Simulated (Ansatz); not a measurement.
Coupled-cluster diagnostics for (LiH)2 ring (Li₂H₂), Ansatz.

Geometry of the singlet (PBE-D4/def2-TZVP):

Cartesian coordinates in Å:
```
Li -0.0734 0.1549 -1.1286
H -1.1712 0.5920 0.1574
Li 0.0734 -0.1549 1.1286
H 1.1712 -0.5920 -0.1574
```

Correlated methods freeze no core orbitals; core or outer-core shells of Li are correlated, in sets that lack core-valence functions.

Q: Estimate the CCSD(T) correlation energy, the shares of MP2 and (T), T1 and the reference's ⟨S²⟩ for: charge 0, singlet, own geometry in def2-TZVPP; charge 0, singlet, own geometry in def2-TZVPD; charge 1, doublet, vertical in def2-TZVPP; charge -1, doublet, vertical in def2-TZVPD; and the rough time on 4 threads of Intel Xeon on a shared host.

A: 
```json
{"state": "charge 0, singlet, own geometry", "basis": "def2-TZVPP", "correlation (eV)": "-3.901", "MP2 share (%)": "82.7", "(T) share (%)": "0.4", "T1": "0.004", "⟨S²⟩ (pure)": "0.00 (0.00)", "wall time": "0.66 s", "remarks": "–"}
{"state": "charge 0, singlet, own geometry", "basis": "def2-TZVPD", "correlation (eV)": "-3.649", "MP2 share (%)": "82.1", "(T) share (%)": "0.3", "T1": "0.005", "⟨S²⟩ (pure)": "0.00 (0.00)", "wall time": "0.51 s", "remarks": "–"}
{"state": "charge 1, doublet, vertical", "basis": "def2-TZVPP", "correlation (eV)": "-3.204", "MP2 share (%)": "79.6", "(T) share (%)": "0.5", "T1": "0.022", "⟨S²⟩ (pure)": "0.82 (0.75)", "wall time": "1.2 s", "remarks": "flagged by the program"}
{"state": "charge -1, doublet, vertical", "basis": "def2-TZVPD", "correlation (eV)": "-3.807", "MP2 share (%)": "81.2", "(T) share (%)": "0.7", "T1": "0.021", "⟨S²⟩ (pure)": "0.75 (0.75)", "wall time": "2.5 s", "remarks": "HOMO above zero, flagged by the program"}
```
Customary marks for T1 are 0.02 (closed shells), 0.045 (open shells) and about 0.05 (3d metals). T1 exceeds 0.02 in 2 of 4 rows and 0.045 in 0; the higher it lies, the less the single-reference result can be trusted.
